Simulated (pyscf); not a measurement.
Optimised with ωB97X-D3(BJ)/def2-SVP in PySCF.

Question: PBE/def2-TZVP puts the barrier of `[F][CH2][C]([F])[F]` [doublet] + `[FH]` -> `[CH2][C]([F])([F])[F]` [doublet] + `[FH]` (concerted two-bond exchange; doublet surface; C–F, F–H broken, F–H, C–F formed) at 24.7 kJ/mol and the reaction energy at -50.7 kJ/mol, from the separated reactants. What do r²SCAN/def2-TZVP, PBE0-D3(BJ)/def2-TZVP, ωB97M-D3(BJ)/def2-TZVP give on the same structures?

Answer: r²SCAN: ΔE‡ = 36.7 kJ/mol, ΔE = -65.6 kJ/mol; PBE0-D3(BJ): ΔE‡ = 63.9 kJ/mol, ΔE = -57.7 kJ/mol; ωB97M-D3(BJ): ΔE‡ = 62.9 kJ/mol, ΔE = -62.0 kJ/mol. PBE's barrier lies under all of them, by 12.1 to 39.2 kJ/mol. Its reaction energy lies over all of them, by 7.1 to 14.9 kJ/mol. Low barriers are usual for a GGA, whose delocalisation error favours stretched bonds. On the reactant side the descent ends in a complex, 21.1 kJ/mol under the separated species and 95.9 kJ/mol under the saddle at ωB97X-D3(BJ)/def2-TZVP. At ωB97X-D3(BJ)/def2-TZVP the barrier from the zero used here is 74.8 kJ/mol. This is the saddle that the search found; another between the same sides may lie lower.
